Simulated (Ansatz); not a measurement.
# B2NH4 radical: how energies converge with the basis set

One table from this session's results is given with a row withheld; the runs are named, their logs left out.

The runs use Ansatz 0.2.0, Gaussian basis; one geometry, several basis sets.

Plan: PBE0-D4/def2-SVP; ωB97M-V/def2-SVP; PBE0-D4/def2-QZVPP; ωB97M-V/def2-QZVPP; the functionals' def2-TZVPP values are taken from earlier runs.

**Structure used throughout**

All runs share one geometry, relaxed beforehand with PBE0-D4 in a triple-zeta def2 set.

SMILES `B[N]B`, 7 atoms, charge 0, spin multiplicity 2.

Atoms are counted from 1 here; the program's logs count them from 0.

Bond lengths: B1–N2 1.364 Å, B1–H4 1.203 Å, B1–H5 1.203 Å, N2–B3 1.364 Å, B3–H6 1.203 Å, B3–H7 1.203 Å. Angles: N2–B1–H4 120.0°, N2–B1–H5 119.8°, H4–B1–H5 120.2°, B1–N2–B3 179.5°, N2–B3–H6 119.8°, N2–B3–H7 120.0°, H6–B3–H7 120.2°.

Set-up of the first run:

in.yaml reads:

```yaml
crystal:
  periodic: [false, false, false]
  atoms:
    - {symbol: B, position_ang: [-1.116891, 0.208371, -0.746195]}
    - {symbol: N, position_ang: [0.009018, -0.016846, -0.009043]}
    - {symbol: B, position_ang: [1.134502, -0.229984, 0.732332]}
    - {symbol: H, position_ang: [-1.409714, -0.540977, -1.640554]}
    - {symbol: H, position_ang: [-1.814190, 1.157290, -0.499389]}
    - {symbol: H, position_ang: [1.422296, 0.533386, 1.616661]}
    - {symbol: H, position_ang: [1.836280, -1.179139, 0.500488]}
basis:
  gaussian: {orbitals: def2-SVP}
magnetization: {spin_polarized: true, initial_magnetization: 1}
hamiltonian: {xc: pbe0, dispersion: d4}
output: {orbitals: {seedname: orbitals}}
```

Steps of the session up to this table: PBE0-D4 in def2-SVP; ωB97M-V in def2-SVP; PBE0-D4 in def2-QZVPP; ωB97M-V in def2-QZVPP.

One of the session's tables, all rows but one given; the rest of the session is left out.

It belongs to the step «Density functionals: the series». 

| functional | basis | HOMO (eV) | LUMO (eV) |
| --- | --- | --- | --- |
| PBE0-D4 | def2-SVP | -7.26 | -3.02 |
| PBE0-D4 | def2-TZVPP | ? | ? |
| PBE0-D4 | def2-QZVPP | -7.31 | -3.04 |
| ωB97M-V | def2-SVP | -9.34 | -0.99 |
| ωB97M-V | def2-TZVPP | -9.42 | -1.04 |
| ωB97M-V | def2-QZVPP | -9.42 | -1.06 |

**Question.** Estimate the row for PBE0-D4, def2-TZVPP.

As computed: HOMO (eV): -7.29; LUMO (eV): -3.03. In the column «HOMO (eV)» it lies between PBE0-D4, def2-QZVPP (-7.31) and PBE0-D4, def2-SVP (-7.26).
